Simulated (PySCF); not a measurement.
HPS.
Z-matrix (Å and degrees, PBE0-D3(BJ)/def2-SVP geometry), rows numbered from 1:
```
P 
S   1  1.9342
H   1  1.4536  2  102.41
```

Level: wB97X-D/def2-SVPD in PySCF, non-relativistic, on one gas-phase PBE0-D3(BJ)/def2-SVP geometry that isn't relaxed in the solvent. The solvent is an IEF-PCM continuum (Bondi radii, 1.10 Å for H, scaled by 1.2), and excitations are vertical TDDFT with non-equilibrium linear response and a frozen core. The model holds no explicit solvent molecules, cavitation or dispersion.

Gas-phase singlets (H = HOMO, L = LUMO):

```tsv
state	E (eV)	λ (nm)	f	leading configuration
S1	1.531	810	0.001	H→L 100%
S2	4.114	301	0.002	H-2→L 99%
S3	5.026	247	0.084	H-1→L 87%
S4	5.839	212	0.002	H-3→L 99%
S5	5.973	208	0.066	H→L+1 82%
```

What are the lowest 5 singlets in acetone (ε = 20.49)?

```tsv
state	E (eV)	λ (nm)	f	leading configuration	change by rank (eV)
S1	1.661	746	0.001	H→L 100%	+0.130
S2	4.170	297	0.003	H-2→L 99%	+0.056
S3	4.983	249	0.127	H-1→L 91%	-0.043
S4	5.859	212	0.002	H-3→L 99%	+0.020
S5	5.973	208	0.087	H→L+1 92%	0.000
```

What are the lowest 5 singlets in dimethylsulfoxide (ε = 46.83)?

| state | E (eV) | λ (nm) | f | leading configuration | change by rank (eV) |
| --- | --- | --- | --- | --- | --- |
| S1 | 1.664 | 745 | 0.001 | H→L 100% | +0.133 |
| S2 | 4.167 | 298 | 0.003 | H-2→L 99% | +0.053 |
| S3 | 4.961 | 250 | 0.139 | H-1→L 91% | -0.065 |
| S4 | 5.856 | 212 | 0.002 | H-3→L 99% | +0.017 |
| S5 | 5.962 | 208 | 0.092 | H→L+1 93% | -0.011 |

The ground-state energy changes by -0.109 eV from gas to dimethylsulfoxide. By how much does the total energy of gas-phase S1 change?

E(S1) = E(S0) + excitation energy, so it changes by -0.109 + 0.133 = +0.024 eV: it isn't lowered at all, while the ground state is. This is the vertical state, with the slow part of the continuum still set for S0.

How do the frontier levels move from gas to dimethylsulfoxide?

```csv
orbital,gas (eV),solvent (eV),change (eV),"Löwdin shares, gas","Löwdin shares, solvent"
LUMO+2,2.10,2.28,+0.18,"S2 55 %, P1 27 %, H3 18 %","S2 61 %, P1 23 %, H3 16 %"
LUMO+1,1.90,2.00,+0.10,"S2 44 %, P1 43 %, H3 13 %","S2 53 %, P1 37 %, H3 10 %"
LUMO,-2.01,-1.79,+0.22,"P1 54 %, S2 41 %, H3 5 %","P1 56 %, S2 39 %, H3 5 %"
HOMO,-8.75,-8.67,+0.08,"S2 63 %, P1 27 %, H3 10 %","S2 61 %, P1 29 %, H3 10 %"
HOMO-1,-10.97,-10.84,+0.13,"S2 60 %, P1 37 %","S2 62 %, P1 35 %"
HOMO-2,-11.34,-11.22,+0.12,"P1 50 %, S2 47 %","P1 49 %, S2 48 %"
HOMO-3,-13.18,-13.01,+0.17,"S2 44 %, P1 38 %, H3 18 %","S2 44 %, P1 38 %, H3 18 %"
```

The HOMO–LUMO gap goes from 6.74 to 6.88 eV.

wB97X-D is run here without its empirical dispersion term; that term would change no orbital, density or response property at a fixed geometry.
